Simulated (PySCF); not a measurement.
# What binds BCl⁺: the parts of the energy along the bond

State: ²Σ⁺, doublet, unpaired electrons σ ↑. ROHF-based CCSD(T) in PySCF 2.14 with B cc-pVTZ, Cl cc-pV(T+d)Z and B cc-pVQZ, Cl cc-pV(Q+d)Z (frozen core orbitals: 6; no relativity). Correlation energies are extrapolated as n⁻³ (n = 3, 4), Hartree–Fock as (n+1)·exp(−9√n). CV is the change on freezing 1 orbitals instead, in B cc-pwCVTZ, Cl cc-pwCVTZ. SR is the spin-free X2C energy in B cc-pVTZ-DK, Cl cc-pVTZ-DK less the non-relativistic one in B cc-pVTZ, Cl cc-pVTZ. All energies in eV from B⁺ + Cl.

```tsv
R (Å)	HF/CBS	CCSD corr.	(T)	CV	SR	total
1.4119	-2.271	-0.153	-0.1590	-0.0968	-0.0020	-2.682
1.4760	-2.880	-0.146	-0.1706	-0.0807	0.0019	-3.275
1.5402	-3.171	-0.142	-0.1827	-0.0671	0.0044	-3.559
1.6044	-3.231	-0.144	-0.1951	-0.0557	0.0059	-3.619
1.6686	-3.123	-0.150	-0.2076	-0.0461	0.0067	-3.520
1.7488	-2.829	-0.165	-0.2226	-0.0363	0.0068	-3.246
1.8290	-2.424	-0.189	-0.2362	-0.0286	0.0062	-2.871
```

A fit to the total gives Re = 1.5931 Å, De = 3.622 eV, ωe = 1151.0 cm⁻¹, Be = 0.7933 cm⁻¹ (masses 11.0093 and 34.9689 u).

At R = 1.6044 Å the CCSD correlation energy is -0.250050 hartree in the smaller basis and -0.268817 in the larger. Extrapolate it.

(4³·E4 − 3³·E3)/(4³ − 3³) = -0.28251 hartree; the larger basis holds 95.2 % of it.

The T1 diagnostic is 0.025. The state was picked by a PBE0 search and need not be the measured ground state. Spin–orbit coupling, excitations beyond (T) and corrections to the Born–Oppenheimer picture are left out.
